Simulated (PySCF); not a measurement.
## Two probes of the same atoms: core binding energy and nuclear shielding

Allyl methyl ether, C4H8O.
Numbering: `[CH2:1]=[CH:2][CH2:3][O:4][CH3:5]`

Binding energies: delta-SCF UKS SCAN, pcX-2 on the ionised atom, pcseg-1 elsewhere, spin-free X2C (PySCF). Shieldings: GIAO PBE/pcSseg-2, non-relativistic, same geometry.

```tsv
atom	isotropic shielding (ppm)
C1	56.4
C2	28.8
C3	95.0
C5	116.3
```

Task: What are the C 1s binding energies of these atoms?

Result: 
```
atom                 environment  C 1s (eV)  isotropic shielding (ppm)
  C1        terminal =CH2 carbon     290.36                       56.4
  C2            alkene CH carbon     290.62                       28.8
  C5              methoxy carbon     292.19                      116.3
  C3  sp3 carbon bound to oxygen     292.20                       95.0
```

By binding energy: C1 < C2 < C5 ≈ C3. By shielding: C2 < C1 < C3 < C5.

The structure is a single PBE0-D3(BJ)/def2-SVP conformer in the gas phase; no vibrational or solvent corrections.

Conformer computed: `[CH2:1]=[CH:2][CH2:3][O:4][CH3:5]`: C1–C2–C3–O4 -132°, C2–C3–O4–C5 -178°.
